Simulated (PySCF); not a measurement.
Magnesium: a sound run and one with changed settings

Sound run: Mg [Ne] 3s2, Mg⁺ [Ne] 3s1. Calculation: PySCF 2.14, in aug-cc-pVDZ; no relativity, point nucleus. In the sound run the correlated levels freeze [Ne]. The sound run starts from symmetry-adapted Hartree-Fock orbitals and uses a fine grid where one is needed.

A second run was set up differently.

```csv
species,method,sound run (hartree),changed run (hartree),converged
Mg,UHF,-199.60834,-197.00735,yes
Mg,PBE0,-199.96111,-197.34775,yes
Mg,PBE,-199.94234,-197.31733,yes
Mg,MP2,-199.63003,-197.02783,yes
Mg,CCSD(T),-199.64129,-197.04357,yes
Mg⁺,UHF,-199.36492,-196.96676,yes
Mg⁺,PBE0,-199.68267,-197.25514,yes
Mg⁺,PBE,-199.66122,-197.21857,yes
```

Ionisation energy of Mg:

```json
{"method": "UHF", "sound run (eV)": "6.624", "changed run (eV)": "1.105"}
{"method": "PBE0", "sound run (eV)": "7.577", "changed run (eV)": "2.520"}
{"method": "PBE", "sound run (eV)": "7.650", "changed run (eV)": "2.687"}
{"method": "MP2", "sound run (eV)": "7.214", "changed run (eV)": "1.662"}
{"method": "SCS-MP2", "sound run (eV)": "7.332", "changed run (eV)": "1.773"}
{"method": "CCSD", "sound run (eV)": "7.520", "changed run (eV)": "2.090"}
{"method": "CCSD(T)", "sound run (eV)": "7.520", "changed run (eV)": "2.090"}
{"method": "CCSDT", "sound run (eV)": "7.520", "changed run (eV)": "2.090"}
{"method": "FCI", "sound run (eV)": "7.520", "changed run (eV)": "2.090"}
```

(1) What was changed?
A. minimal basis
B. basis contracted for another Hamiltonian
C. radial grid too coarse
D. angular grid far too coarse

## Answers

(1) A. It used basis STO-3G. A minimal basis cannot let orbitals breathe on ionisation and holds almost no correlation.
